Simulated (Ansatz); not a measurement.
Reaction (SMILES): FCl (F-Cl) → F atom + Cl atom
B3LYP-D3(BJ)/def2-TZVP geometries, fixed; electronic energies without zero-point terms.

Effect of the final integration grid (spheres per factor e of radius in core and valence, angular degree) at PBE/cc-pV(T+d)Z with Ansatz (a first-principles code), against the last row, where the bond dissociation energy is 71.83 kcal/mol. Open shells are unrestricted. The default's grid is 13, 11, 36.

```
setting                     largest shift of a total energy (mEh)  shift of the bond dissociation energy (kcal/mol)
--------------------------  -------------------------------------  ------------------------------------------------
accuracy: medium (default)                                  0.000                                             0.000
final_grid: 4, 3, 11                                       -0.521                                            -0.614
final_grid: 6, 5, 17                                       -0.076                                             0.056
final_grid: 8, 7, 23                                        0.002                                            -0.002
final_grid: 10, 9, 29                                      -0.001                                             0.000
final_grid: 18, 15, 47                                      0.000                                             0.000
final_grid: 26, 22, 59                                      0.000                                             0.000
```

Within 0.3 kcal/mol in the bond dissociation energy: accuracy: medium (default); final_grid: 6, 5, 17; final_grid: 8, 7, 23; final_grid: 10, 9, 29; final_grid: 18, 15, 47. The largest shift is 0.521 mEh in a total energy and 0.614 kcal/mol in the difference.
